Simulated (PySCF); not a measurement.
PySCF input (CCSD(T)/cc-pVDZ):

```python
from pyscf import gto, scf, mp, cc as ccmod

mol = gto.M(
    atom='''
    C     0.09243262    0.69871992   -0.00992094
    C     1.35201846    1.05337977   -0.01885512
    Cl   -0.73221915   -0.76094037    0.01283470
    H     2.15719226    0.32186446   -0.01136807
    H     1.62382678    2.10152370   -0.03416548
    ''',
    basis='cc-pvdz',
    charge=0,
    spin=1,
    verbose=4,
)

mf = scf.UHF(mol)
mf.conv_tol = 1e-10
mf.max_cycle = 100
mf.kernel()
mo, _, stable, _ = mf.stability(return_status=True)
if not stable:
    mf.kernel(mf.make_rdm1(mo, mf.mo_occ))
mp2 = mp.MP2(mf, frozen=7).run()
cc = ccmod.CCSD(mf, frozen=7)
cc.max_cycle = 100
cc.kernel()
et = cc.ccsd_t()
print(f'E(CCSD(T)) = {cc.e_tot + et:.9f}')
```

Output:

```
PySCF version 2.14.0

[INPUT] verbose = 4
[INPUT] num. atoms = 5
[INPUT] num. electrons = 31
[INPUT] charge = 0
[INPUT] spin (= nelec alpha-beta = 2S) = 1
[INPUT] symmetry False subgroup None
[INPUT] Mole.unit = angstrom
[INPUT] Symbol           X                Y                Z      unit          X                Y                Z       unit  Magmom
[INPUT]  1 C      0.092432620000   0.698719920000  -0.009920940000 AA    0.174672336776   1.320389286578  -0.018747859498 Bohr   0.0
[INPUT]  2 C      1.352018460000   1.053379770000  -0.018855120000 AA    2.554944604756   1.990599270457  -0.035631012846 Bohr   0.0
[INPUT]  3 Cl    -0.732219150000  -0.760940370000   0.012834700000 AA   -1.383693656662  -1.437968896425   0.024254067891 Bohr   0.0
[INPUT]  4 H      2.157192260000   0.321864460000  -0.011368070000 AA    4.076502569432   0.608235678631  -0.021482538865 Bohr   0.0
[INPUT]  5 H      1.623826780000   2.101523700000  -0.034165480000 AA    3.068587887934   3.971304237283  -0.064563400114 Bohr   0.0

nuclear repulsion = 80.8010175128832
number of shells = 21
number of NR pGTOs = 107
number of NR cGTOs = 56
basis = cc-pvdz
ecp = {}

******** <class 'pyscf.scf.uhf.UHF'> ********
method = UHF
initial guess = minao
damping factor = 0
level_shift factor = 0
DIIS = <class 'pyscf.scf.diis.CDIIS'>
diis_start_cycle = 1
diis_space = 8
diis_damp = 0
SCF conv_tol = 1e-10
SCF conv_tol_grad = None
SCF max_cycles = 100
direct_scf = True
direct_scf_tol = 1e-13
number electrons alpha = 16  beta = 15
Set gradient conv threshold to 1e-05
init E= -536.737625085167
  alpha nocc = 16  HOMO = -0.126006358108572  LUMO = 0.0872056570427491
  beta  nocc = 15  HOMO = -0.25120173281453  LUMO = -0.126006358108572

WARN: HOMO -0.126006358108572 >= LUMO -0.126006358108572

cycle= 1 E= -536.254012569406  delta_E= 0.484  |g|= 0.263  |ddm|= 1.57
  alpha nocc = 16  HOMO = -0.411859080298994  LUMO = 0.120961788844343
  beta  nocc = 15  HOMO = -0.407028696498031  LUMO = 0.00502257571443021
  HOMO = -0.407028696498  LUMO = 0.00502257571443  gap/eV = 11.21249
cycle= 2 E= -536.301192350409  delta_E= -0.0472  |g|= 0.134  |ddm|= 0.403
  alpha nocc = 16  HOMO = -0.380877308962882  LUMO = 0.170577863328956
  beta  nocc = 15  HOMO = -0.372358719938566  LUMO = 0.0767951323296248
  HOMO = -0.372358719939  LUMO = 0.0767951323296  gap/eV = 12.22210
cycle= 3 E= -536.313000081185  delta_E= -0.0118  |g|= 0.0479  |ddm|= 0.128
  alpha nocc = 16  HOMO = -0.38062053236766  LUMO = 0.173619840485261
  beta  nocc = 15  HOMO = -0.371708254017985  LUMO = 0.0881412176480589
  HOMO = -0.371708254018  LUMO = 0.0881412176481  gap/eV = 12.51314
cycle= 4 E= -536.316449560849  delta_E= -0.00345  |g|= 0.0201  |ddm|= 0.0971
  alpha nocc = 16  HOMO = -0.38307262510392  LUMO = 0.17163166453052
  beta  nocc = 15  HOMO = -0.375653465457953  LUMO = 0.0912500708831647
  HOMO = -0.375653465458  LUMO = 0.0912500708832  gap/eV = 12.70509
cycle= 5 E= -536.317254533634  delta_E= -0.000805  |g|= 0.0145  |ddm|= 0.0331
  alpha nocc = 16  HOMO = -0.381770182703433  LUMO = 0.173735772302994
  beta  nocc = 15  HOMO = -0.375330529307471  LUMO = 0.0938546593856788
  HOMO = -0.375330529307  LUMO = 0.0938546593857  gap/eV = 12.76718
cycle= 6 E= -536.317980378371  delta_E= -0.000726  |g|= 0.0124  |ddm|= 0.0344
  alpha nocc = 16  HOMO = -0.381691248864476  LUMO = 0.175470293536804
  beta  nocc = 15  HOMO = -0.377511815114564  LUMO = 0.0960075676250209
  HOMO = -0.377511815115  LUMO = 0.096007567625  gap/eV = 12.88512
cycle= 7 E= -536.318854117092  delta_E= -0.000874  |g|= 0.011  |ddm|= 0.0458
  alpha nocc = 16  HOMO = -0.383378778769302  LUMO = 0.179872930512094
  beta  nocc = 15  HOMO = -0.383727139879351  LUMO = 0.0985196596685052
  HOMO = -0.383378778769  LUMO = 0.0985196596685  gap/eV = 13.11312
cycle= 8 E= -536.320259236721  delta_E= -0.00141  |g|= 0.00804  |ddm|= 0.0893
  alpha nocc = 16  HOMO = -0.388919948576102  LUMO = 0.190106792182048
  beta  nocc = 15  HOMO = -0.39752266621585  LUMO = 0.102554522499015
  HOMO = -0.388919948576  LUMO = 0.102554522499  gap/eV = 13.37370
cycle= 9 E= -536.321103839211  delta_E= -0.000845  |g|= 0.00294  |ddm|= 0.142
  alpha nocc = 16  HOMO = -0.382746475368331  LUMO = 0.182113117468747
  beta  nocc = 15  HOMO = -0.388326628701698  LUMO = 0.101202587879444
  HOMO = -0.382746475368  LUMO = 0.101202587879  gap/eV = 13.16892
cycle= 10 E= -536.321056858695  delta_E= 4.7e-05  |g|= 0.0028  |ddm|= 0.0536
  alpha nocc = 16  HOMO = -0.385808926308861  LUMO = 0.186001838265563
  beta  nocc = 15  HOMO = -0.393235041533875  LUMO = 0.102218261949953
  HOMO = -0.385808926309  LUMO = 0.10221826195  gap/eV = 13.27990
cycle= 11 E= -536.321134730645  delta_E= -7.79e-05  |g|= 0.000437  |ddm|= 0.0344
  alpha nocc = 16  HOMO = -0.385696070880455  LUMO = 0.186089104286506
  beta  nocc = 15  HOMO = -0.393183878633321  LUMO = 0.102332611622774
  HOMO = -0.38569607088  LUMO = 0.102332611623  gap/eV = 13.27994
cycle= 12 E= -536.321135096198  delta_E= -3.66e-07  |g|= 0.00018  |ddm|= 0.00126
  alpha nocc = 16  HOMO = -0.385677340215531  LUMO = 0.185965664540351
  beta  nocc = 15  HOMO = -0.393138340393576  LUMO = 0.102254662210214
  HOMO = -0.385677340216  LUMO = 0.10225466221  gap/eV = 13.27731
cycle= 13 E= -536.321135109433  delta_E= -1.32e-08  |g|= 0.000108  |ddm|= 0.000681
  alpha nocc = 16  HOMO = -0.385766579840777  LUMO = 0.186091530176299
  beta  nocc = 15  HOMO = -0.393288132488338  LUMO = 0.102296567757031
  HOMO = -0.385766579841  LUMO = 0.102296567757  gap/eV = 13.28087
cycle= 14 E= -536.321135168431  delta_E= -5.9e-08  |g|= 2.82e-05  |ddm|= 0.000975
  alpha nocc = 16  HOMO = -0.385762136157927  LUMO = 0.186091613796782
  beta  nocc = 15  HOMO = -0.393282839128179  LUMO = 0.102295581702083
  HOMO = -0.385762136158  LUMO = 0.102295581702  gap/eV = 13.28073
cycle= 15 E= -536.32113516981  delta_E= -1.38e-09  |g|= 1.25e-05  |ddm|= 6.25e-05
  alpha nocc = 16  HOMO = -0.385754602371242  LUMO = 0.186078168175025
  beta  nocc = 15  HOMO = -0.393272506838396  LUMO = 0.10229221287353
  HOMO = -0.385754602371  LUMO = 0.102292212874  gap/eV = 13.28043
cycle= 16 E= -536.321135170326  delta_E= -5.16e-10  |g|= 4.64e-06  |ddm|= 9.31e-05
  alpha nocc = 16  HOMO = -0.385756435082763  LUMO = 0.186081169555189
  beta  nocc = 15  HOMO = -0.393274974930597  LUMO = 0.102293312831121
  HOMO = -0.385756435083  LUMO = 0.102293312831  gap/eV = 13.28051
cycle= 17 E= -536.321135170384  delta_E= -5.79e-11  |g|= 1.8e-06  |ddm|= 2.64e-05
  alpha nocc = 16  HOMO = -0.385756032251833  LUMO = 0.186081015107097
  beta  nocc = 15  HOMO = -0.393274850063221  LUMO = 0.102293528113054
  HOMO = -0.385756032252  LUMO = 0.102293528113  gap/eV = 13.28050
Extra cycle  E= -536.321135170387  delta_E= -2.61e-12  |g|= 1.03e-06  |ddm|= 2.58e-06
converged SCF energy = -536.321135170387  <S^2> = 0.95457523  2S+1 = 2.1950629
uhf_internal: lowest eigs of H = [0.17189388 0.34632015 0.46478847]
<class 'pyscf.scf.uhf.UHF'> wavefunction is stable in the internal stability analysis

******** <class 'pyscf.mp.ump2.UMP2'> ********
nocc = (np.int64(9), np.int64(8)), nmo = (49, 49)
frozen orbitals 7
E(UMP2) = -536.682021335551  E_corr = -0.36088616516424
E(SCS-UMP2) = -536.672266336047  E_corr = -0.351131165659537
E_corr(same-spin) = -0.0945371913894825
E_corr(oppo-spin) = -0.266348973774758

******** <class 'pyscf.cc.uccsd.UCCSD'> ********
CC2 = 0
CCSD nocc = (np.int64(9), np.int64(8)), nmo = (49, 49)
frozen orbitals 7
max_cycle = 100
direct = 0
conv_tol = 1e-07
conv_tol_normt = 1e-06
diis_space = 6
diis_start_cycle = 0
diis_start_energy_diff = 1e+09
Init t2, MP2 energy = -0.360886163740165
Init E_corr(UCCSD) = -0.360886163741155
cycle = 1  E_corr(UCCSD) = -0.383662498472238  dE = -0.0227763347  norm(t1,t2) = 0.0895522
cycle = 2  E_corr(UCCSD) = -0.394154720053473  dE = -0.0104922216  norm(t1,t2) = 0.0423502
cycle = 3  E_corr(UCCSD) = -0.399733747071678  dE = -0.00557902702  norm(t1,t2) = 0.0320555
cycle = 4  E_corr(UCCSD) = -0.404035810033333  dE = -0.00430206296  norm(t1,t2) = 0.0178593
cycle = 5  E_corr(UCCSD) = -0.403636161087231  dE = 0.000399648946  norm(t1,t2) = 0.00786936
cycle = 6  E_corr(UCCSD) = -0.403826347659072  dE = -0.000190186572  norm(t1,t2) = 0.00238872
cycle = 7  E_corr(UCCSD) = -0.403924170328402  dE = -9.78226693e-05  norm(t1,t2) = 0.00114303
cycle = 8  E_corr(UCCSD) = -0.403914265451835  dE = 9.90487657e-06  norm(t1,t2) = 0.000500195
cycle = 9  E_corr(UCCSD) = -0.403919836240808  dE = -5.57078897e-06  norm(t1,t2) = 0.000275409
cycle = 10  E_corr(UCCSD) = -0.40392022265844  dE = -3.86417631e-07  norm(t1,t2) = 9.12644e-05
cycle = 11  E_corr(UCCSD) = -0.403920084398594  dE = 1.38259845e-07  norm(t1,t2) = 4.13754e-05
cycle = 12  E_corr(UCCSD) = -0.403918585811565  dE = 1.49858703e-06  norm(t1,t2) = 1.8954e-05
cycle = 13  E_corr(UCCSD) = -0.403917657583093  dE = 9.28228472e-07  norm(t1,t2) = 8.50824e-06
cycle = 14  E_corr(UCCSD) = -0.403917256315902  dE = 4.01267191e-07  norm(t1,t2) = 4.09187e-06
cycle = 15  E_corr(UCCSD) = -0.403917195665009  dE = 6.06508929e-08  norm(t1,t2) = 1.91595e-06
cycle = 16  E_corr(UCCSD) = -0.403917237399365  dE = -4.17343559e-08  norm(t1,t2) = 7.64069e-07
UCCSD converged
E(UCCSD) = -536.7250524077863  E_corr = -0.4039172373993649
UCCSD(T) correction = -0.0133356957640136
E(CCSD(T)) = -536.738388104
```

It need not be the lowest isomer of its formula.

The determinant is spin-contaminated: <S^2> is 0.95 against 0.75 for a pure state.
